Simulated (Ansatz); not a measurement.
# C3H3FS (SMILES C=C1SC1F): levels of theory compared

We compute a comparison of 6 runs (HF/6-31G, HF/def2-SVP, HF/6-311+G**, HF/def2-TZVPD, PBE0/def2-SVP, wB97X/6-31G**) of C3H3FS. 

The results are computed with Ansatz 0.2.0.

3 further runs of the same task are left out: 2 for a known fault of the program, 1 set aside as unsound or not needed.

## (1) Starting point

The species is C3H3FS (8 atoms), meant as a singlet with charge 0. SMILES: `C=C1SC1F`. The shape is that of a PBE0-D4/def2-TZVP optimisation.

Bond lengths: C1–C2 1.318 Å, C2–S3 1.735 Å, C2–C4 1.442 Å, S3–C4 1.820 Å, C4–F5 1.351 Å, C1–H6 1.083 Å, C1–H7 1.082 Å, C4–H8 1.086 Å. Some angles: C1–C2–S3 145.0°, C1–C2–C4 145.8°, S3–C2–C4 69.2°, C2–S3–C4 47.8°, C2–C4–S3 63.0°, C2–C4–F5 119.1°, S3–C4–F5 118.0°, C2–C1–H6 119.8°, C2–C1–H7 121.7°, C2–C4–H8 121.9°.

## (2) Energy and forces at HF/6-31G (run 1)

in.yaml

```yaml
crystal:
  periodic: [false, false, false]
  atoms:
    - {symbol: C, position_ang: [-0.031500, 1.391600, 0.301800]}
    - {symbol: C, position_ang: [0.314700, 0.155900, -0.000300]}
    - {symbol: S, position_ang: [1.613000, -0.867900, -0.524600]}
    - {symbol: C, position_ang: [-0.139400, -1.203000, -0.166100]}
    - {symbol: F, position_ang: [-0.953200, -1.501200, -1.202400]}
    - {symbol: H, position_ang: [-1.053900, 1.611100, 0.585100]}
    - {symbol: H, position_ang: [0.679900, 2.206300, 0.267300]}
    - {symbol: H, position_ang: [-0.337300, -1.850000, 0.683400]}
basis:
  gaussian: {orbitals: 6-31G}
hamiltonian: {xc: hf}
accuracy: high
output: {forces: true, orbitals: {seedname: orbitals}}
```

Command:

```
$ ansatz run in.yaml --threads 1 --pin off --max-ram 2610MiB --events-out events.jsonl --progress --plain --runs-dir runs
```

Log:

```text
Warning: RAYON_NUM_THREADS=1 ignored (pool sized by the plan → 1); use --threads N
Functional definition: HF
  name "HF"
  exchange = exact_x
  correlation = 0
1357 factors; integrals over basis functions are off by at most 4.0e-9 eV
mean field evaluation 1: about -16653.6856 eV, gradient 2.8e1 eV
mean field evaluation 2: about -16653.6931 eV, gradient 2.8e1 eV
mean field evaluation 4: about -16656.0435 eV, gradient 3.0e0 eV
mean field evaluation 8: about -16656.0942 eV, gradient 9.3e-2 eV
mean field evaluation 16: about -16656.0943 eV, gradient 1.8e-8 eV
mean field -16656.09430308 eV, -612.1001757319 hartree, gradient 1.8e-8 eV, S^2 0.000000; 0 other end points of the search recorded, 0 dependent functions left out
the calculation of the forces begins
reference -16656.09430308 eV, -612.1001757319 hartree; 23, 23 occupied and 32, 32 virtual orbitals, 1357 factors
Total energy: -16656.09430308 eV, -612.1001757319 hartree
Atom 0 at    -0.031500     1.391600     0.301800 Å, force     0.025705    -0.412794    -0.099480 eV/Å
Atom 1 at     0.314700     0.155900    -0.000300 Å, force    -1.985570     2.021125     0.915983 eV/Å
Atom 2 at     1.613000    -0.867900    -0.524600 Å, force     3.051937    -1.199834    -1.054244 eV/Å
Atom 3 at    -0.139400    -1.203000    -0.166100 Å, force    -0.468496    -0.306472     1.863016 eV/Å
Atom 4 at    -0.953200    -1.501200    -1.202400 Å, force    -0.793848    -0.258387    -1.059307 eV/Å
Atom 5 at    -1.053900     1.611100     0.585100 Å, force     0.387908    -0.004675    -0.104083 eV/Å
Atom 6 at     0.679900     2.206300     0.267300 Å, force    -0.296018    -0.288764     0.034055 eV/Å
Atom 7 at    -0.337300    -1.850000     0.683400 Å, force     0.078383     0.449801    -0.495941 eV/Å
Dipole moment:    -0.099627     0.247054     0.455165 e Å
```

It took 6 s on 1 thread of Intel Xeon Platinum 8259CL at 2.50GHz (Skylake/Cascade Lake), shared host.

## (3) Energy and forces at HF/def2-SVP (run 2)

run.yaml

```yaml
basis:
  gaussian:
    orbitals: def2-SVP
crystal:
  periodic: [false, false, false]
  atoms:
    - {symbol: C, position_ang: [-0.031500, 1.391600, 0.301800]}
    - {symbol: C, position_ang: [0.314700, 0.155900, -0.000300]}
    - {symbol: S, position_ang: [1.613000, -0.867900, -0.524600]}
    - {symbol: C, position_ang: [-0.139400, -1.203000, -0.166100]}
    - {symbol: F, position_ang: [-0.953200, -1.501200, -1.202400]}
    - {symbol: H, position_ang: [-1.053900, 1.611100, 0.585100]}
    - {symbol: H, position_ang: [0.679900, 2.206300, 0.267300]}
    - {symbol: H, position_ang: [-0.337300, -1.850000, 0.683400]}
magnetization:
  spin_polarized: false
  initial_magnetization: 0
hamiltonian:
  xc: hf
accuracy: high
output:
  forces: true
  orbitals: {seedname: orbitals}
```

Command:

```
$ ansatz run run.yaml --threads 1 --pin off --max-ram 2610MiB --events-out events.jsonl --progress --plain --runs-dir runs
```

Log, shortened:

```text
Warning: RAYON_NUM_THREADS=1 ignored (pool sized by the plan → 1); use --threads N
[... 2 set-up lines as earlier in the session ...]
[...]
2010 factors; integrals over basis functions are off by at most 4.0e-9 eV
[...]
mean field -16651.92714984 eV, -611.9470356751 hartree, gradient 8.5e-8 eV, S^2 0.000000; 0 other end points of the search recorded, 0 dependent functions left out
[...]
reference -16651.92714984 eV, -611.9470356751 hartree; 23, 23 occupied and 66, 66 virtual orbitals, 2010 factors
Total energy: -16651.92714984 eV, -611.9470356751 hartree
Atom 0 at    -0.031500     1.391600     0.301800 Å, force     0.029171    -0.348912    -0.073363 eV/Å
Atom 1 at     0.314700     0.155900    -0.000300 Å, force    -0.333995     0.600642     0.186803 eV/Å
Atom 2 at     1.613000    -0.867900    -0.524600 Å, force     0.099245    -0.221956    -0.100181 eV/Å
Atom 3 at    -0.139400    -1.203000    -0.166100 Å, force    -0.343815    -0.380168    -0.615681 eV/Å
Atom 4 at    -0.953200    -1.501200    -1.202400 Å, force     0.541063     0.240557     0.704522 eV/Å
Atom 5 at    -1.053900     1.611100     0.585100 Å, force     0.041702     0.017037    -0.015997 eV/Å
Atom 6 at     0.679900     2.206300     0.267300 Å, force    -0.014129    -0.040375     0.010975 eV/Å
Atom 7 at    -0.337300    -1.850000     0.683400 Å, force    -0.019242     0.133176    -0.097077 eV/Å
Dipole moment:    -0.067479     0.153237     0.369703 e Å
```

It took 6 s on 1 thread of Intel Xeon Platinum 8259CL at 2.50GHz (Skylake/Cascade Lake), shared host.

Runs 3 to 5 aren't shown in full; the table further down has their settings and results.

## (4) Energy and gradient at wB97X/6-31G(d,p) (spherical functions) (run 6)

Changes to in.yaml since step 2:

```diff
@@ -12,5 +12,13 @@
 basis:
-  gaussian: {orbitals: 6-31G}
-hamiltonian: {xc: hf}
+  gaussian:
+    orbitals: 6-31G_st__st_-spherical.json
+total_charge: 0
+magnetization:
+  spin_polarized: false
+  initial_magnetization: 0
+hamiltonian:
+  xc: {name: wB97X}
 accuracy: high
-output: {forces: true, orbitals: {seedname: orbitals}}
+output:
+  forces: true
+  orbitals: {seedname: orbitals}
```

The basis set 6-31G** is read from a file made from the Basis Set Exchange's data (not shown).

Command:

```
$ ansatz run in.yaml --threads 1 --pin off --max-ram 2610MiB --events-out events.jsonl --progress --plain --runs-dir runs
```

Log, shortened:

```text
Warning: RAYON_NUM_THREADS=1 ignored (pool sized by the plan → 1); use --threads N
Functional definition: wB97X
  name "wB97X"
[...]
      + exact_x_lr(omega)
[...]
      + integral(e_c_pw_opposite_spin*poly(b97_u_opposite, 1, cos1, cos2, cos3, cos4))
2057 factors; integrals over basis functions are off by at most 4.0e-9 eV
344 factors; integrals over basis functions are off by at most 2.2e-9 eV
[...]
mean field -16707.99888038 eV, -614.0076337656 hartree, gradient 2.7e-8 eV, S^2 0.000000; 0 other end points of the search recorded, 0 dependent functions left out
[...]
reference -16707.99887831 eV, -614.0076336894 hartree; 23, 23 occupied and 66, 66 virtual orbitals, 2057 factors
Total energy: -16707.99887831 eV, -614.0076336894 hartree
Atom 0 at    -0.031500     1.391600     0.301800 Å, force    -0.025170     0.104279     0.014954 eV/Å
Atom 1 at     0.314700     0.155900    -0.000300 Å, force    -0.148971     0.220095     0.122181 eV/Å
Atom 2 at     1.613000    -0.867900    -0.524600 Å, force     0.217295    -0.182805    -0.116127 eV/Å
Atom 3 at    -0.139400    -1.203000    -0.166100 Å, force     0.036120    -0.194885     0.037812 eV/Å
Atom 4 at    -0.953200    -1.501200    -1.202400 Å, force    -0.079329    -0.018569    -0.165293 eV/Å
Atom 5 at    -1.053900     1.611100     0.585100 Å, force    -0.067377     0.019058     0.020237 eV/Å
Atom 6 at     0.679900     2.206300     0.267300 Å, force     0.059963     0.059615    -0.002936 eV/Å
Atom 7 at    -0.337300    -1.850000     0.683400 Å, force     0.007470    -0.006787     0.089172 eV/Å
Dipole moment:    -0.107643     0.113520     0.303734 e Å
```

Wall time 45 s (1 thread of Intel Xeon Platinum 8259CL at 2.50GHz (Skylake/Cascade Lake), shared host); peak memory 0.53 GiB.

## (5) The series

| run | level | accuracy | energy (Eh) | dipole moment (D) | HOMO energy (eV) | LUMO energy (eV) | wall time |
| --- | --- | --- | --- | --- | --- | --- | --- |
| 1 | HF/6-31G | high | -612.100176 | 2.53 | -9.40 | 3.52 | 6 s |
| 2 | HF/def2-SVP | high | -611.947036 | 1.95 | -9.29 | 3.50 | 6 s |
| 3 | HF/6-311+G** | high | -612.305607 | 1.98 | -9.33 | 1.68 | 18 s |
| 4 | HF/def2-TZVPD (density fitting with cc-pVTZ-jkfit) | medium | -612.343262 | 1.79 | – | – | 6.9 s |
| 5 | PBE0/def2-SVP | high | -613.432359 | 1.49 | -6.80 | -0.38 | 20 s |
| 6 | wB97X/6-31G** (spherical functions) | high | -614.007634 | 1.64 | -8.94 | 1.96 | 45 s |

## (6) Outcome

| quantity | value |
| --- | --- |
| run 6: total energy | -614.00763 Eh |
| run 6: dipole moment | 1.64 D |
| run 6: HOMO energy | -8.94 eV |
| run 6: LUMO energy | 1.96 eV |
| run 6: HOMO–LUMO gap | 10.89 eV |
| run 6: largest force on an atom | 0.307 eV/Å |

The dipole moment (its size) runs from 1.49 D (PBE0/def2-SVP) to 2.53 D (HF/6-31G). The two ends differ in method and basis. Over runs 1, 2, 3, 5, 6 the HOMO–LUMO gap runs from 6.42 eV (PBE0/def2-SVP) to 12.92 eV (HF/6-31G). Totals of different functionals can't be ranked against each other. All runs together took 1.7 min, the longest 45 s.
